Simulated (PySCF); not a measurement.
Compound: C₃H₅N₃.
SMILES with atom numbers: `[CH3:1][n:2]1[cH:3][n:4][n:5][cH:6]1` (hydrogens: H7, H8, H9 on C1; H10 on C3; H11 on C6)

The same species was optimised twice, with GFN2-xTB and with PBE0-D3(BJ)/def2-SVP (PySCF), and the same property calculations (PySCF, gas phase) were run on both structures.

| coordinate | GFN2-xTB | PBE0-D3(BJ)/def2-SVP | change |
| --- | --- | --- | --- |
| N4–N5 (Å) | 1.341 | 1.358 | +0.017 |
| C3–N4 (Å) | 1.298 | 1.306 | +0.008 |
| N5–C6 (Å) | 1.298 | 1.306 | +0.008 |
| C1–N2 (Å) | 1.434 | 1.441 | +0.007 |
| N2–C6 (Å) | 1.362 | 1.363 | +0.001 |
| N2–C3 (Å) | 1.362 | 1.363 | +0.001 |
| C3–N2–C6 (°) | 103.2 | 103.7 | +0.5 |
| C1–N2–C3 (°) | 128.4 | 128.1 | -0.3 |
| N4–N5–C6 (°) | 107.8 | 107.5 | -0.3 |
| C3–N4–N5 (°) | 107.8 | 107.6 | -0.2 |
| C1–N2–C6 (°) | 128.3 | 128.1 | -0.2 |
| N2–C6–N5 (°) | 110.6 | 110.7 | +0.1 |
| N2–C3–N4 (°) | 110.6 | 110.6 | 0.0 |

Rotational constants: A = 9737, B = 3713, C = 2734 MHz (GFN2-xTB) against A = 9599, B = 3685, C = 2709 MHz (PBE0-D3(BJ)/def2-SVP). Atoms that the bonding makes alike are paired by their places after alignment.

On the GFN2-xTB structure: HOMO (eV) -7.13 [PBE0/pcSseg-1]; LUMO (eV) 0.28 [PBE0/pcSseg-1]; dipole (D) 6.31 [PBE0/pcSseg-1]; GIAO shielding of C1 (ppm) 155.9 [PBE0/pcSseg-1]; GIAO shielding of N2 (ppm) 81.0 [PBE0/pcSseg-1]; GIAO shielding of C3/C6 (mean) (ppm) 40.7 [PBE0/pcSseg-1]; GIAO shielding of N4/N5 (mean) (ppm) -102.7 [PBE0/pcSseg-1].

Question: What do these properties become on the PBE0-D3(BJ)/def2-SVP structure?

Answer: 
```csv
property,level,on GFN2-xTB,on PBE0-D3(BJ)/def2-SVP,change
HOMO (eV),PBE0/pcSseg-1,-7.13,-7.24,-0.11
LUMO (eV),PBE0/pcSseg-1,0.28,0.25,-0.03
dipole (D),PBE0/pcSseg-1,6.31,6.36,+0.05
"energy, GFN2-xTB geometry as zero (kcal/mol)",PBE0/pcSseg-1,0.0,-0.4,-0.4
GIAO shielding of C1 (ppm),PBE0/pcSseg-1,155.9,154.2,-1.7
GIAO shielding of N2 (ppm),PBE0/pcSseg-1,81.0,80.2,-0.8
GIAO shielding of C3/C6 (mean) (ppm),PBE0/pcSseg-1,40.7,38.4,-2.3
GIAO shielding of N4/N5 (mean) (ppm),PBE0/pcSseg-1,-102.7,-110.3,-7.6
```

The heavy atoms differ by 0.008 Å rms after alignment (one structure mirrored). Among bonds between heavy atoms N4–N5 changes most (+0.017 Å). Changes are differences of the printed values. Neither structure is proved a minimum here.
